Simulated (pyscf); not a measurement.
Single points on ωB97X-D3(BJ)/def2-SVP structures (PySCF, gas phase).

SMILES: [Y]([NH2])([NH2])[NH2]
```xyz
10

N      1.3771    -0.4873     0.5799
Y     -0.2435     0.7346    -0.1469
N     -0.1746     2.8750     0.1034
N     -1.9302    -0.1892    -1.1218
H      1.4570    -1.5035     0.5207
H      2.2259    -0.1790     1.0561
H      0.5679     3.4216     0.5421
H     -0.8744     3.5589    -0.1883
H     -2.0726    -1.1847    -1.2985
H     -2.7567     0.2720    -1.5047
```

What is the homolytic dissociation enthalpy (298 K, ωB97M-D3(BJ)/def2-TZVP) of the N–Y bond of `[NH2][Y]([NH2])[NH2]`, to NH₂• + [H₂N–Y–NH₂]•?

N–Y to NH₂• + [H₂N–Y–NH₂]•: 409.7 kJ/mol. The 7 functionals that were run give +386.3 (r²SCAN) to +411.4 kJ/mol (ωB97X-D3(BJ)/def2-TZVP). The radicals are drawn with the spin at the cut bond; how far it spreads was not checked. Other isomers of [H₂N–Y–NH₂]• were not searched in full and may lie lower. Open-shell species with a d-block atom are single-reference here; other states, and whether the spin sits on metal or ligand, were not checked. Elements past Kr carry the def2 core potentials, without spin-orbit coupling.
